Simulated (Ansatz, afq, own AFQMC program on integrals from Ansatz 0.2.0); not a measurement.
## BC, doublet in 6-31G, levels against full CI

```yaml
atoms:
  - { symbol: B, position_ang: [0.0000, 0.0000, 0.0000] }
  - { symbol: C, position_ang: [0.0000, 0.0000, 3.9860] }
```

Basis 6-31G. Noble-gas cores (and the filled d shells of Ga–Kr and In–Xe) are frozen. AFQMC by an in-house program on the Cholesky factors that Ansatz 0.2.0 writes for its CCSD(T) run. ph-AFQMC/CISD is guided by a CISD state made of CCSD amplitudes; releasing the constraint for a short imaginary time cuts its bias at the price of noise, slowly where states lie close. Error bars are statistical, one sigma.

Determinant: ROHF, the one that the program's search chose, which needn't be the lowest solution. The geometry is a point of a scan.

Full CI is exact in this basis; its frozen core comes from its own orbitals, which moves totals by up to a few meV.

Cautions: a spin-contaminated unrestricted determinant lies lower (UHF 4.28 eV lower, ⟨S²⟩ 1.75); the search met a lower determinant of the same kind, perhaps of another symmetry (1.85 eV lower); strong correlation (T1 0.322, weight of the determinant 0.31, largest double 0.15); CCSD(T) is in doubt: among natural orbitals it converges to other amplitudes; the CCSDT(Q) amplitudes may be one of several solutions (largest double 0.76); the released energies are still falling, so no released level is given (meV from the phaseless value at times in 1/Eh: -7 ± 11 at 0.24, -32 ± 9 at 0.51, -56 ± 11 at 0.99, -69 ± 11 at 1.62, -85 ± 14 at 2.40); CCSDT(Q) on the UHF determinant differs (27 meV lower), perhaps since the unrestricted series falls towards higher spin; a state of other symmetry lies lower (by 11 meV); full CI with its own frozen core; a state of higher spin lies lower (by 36 meV).

The T1 diagnostic is 0.3221. The weight of the determinant in the CISD state is 0.307. The size of the correlated space is 7 electrons in 16 orbitals.

Reference: full CI, correlation energy -6.452 eV. The cautions show a poor starting determinant, so the rows tell how each method copes with it here, and full CI is the sure value.

```
        level  E − E(reference) (kJ/mol)  share of correlation (%)
           HF                      622.5                      0.00
          MP2                      240.6                     61.35
         CCSD                        6.0                     99.03
      CCSD(T)                        0.9                     99.86
        CCSDT                        0.2                     99.96
     CCSDT(Q)                        0.4                     99.94
  ph-AFQMC/HF                204.2 ± 4.1                     67.19
ph-AFQMC/CISD                 15.9 ± 0.8                     97.45
```

CCSDT and higher add their correlation energy to the determinant of the CCSD(T) run, since their own runs factorise the integrals more tightly (a shift of under 2 meV). A walk keeps the symmetry of its determinant, which the program's search chose and which needn't be the lowest solution, so a lower state of the same spin and another symmetry isn't excluded.
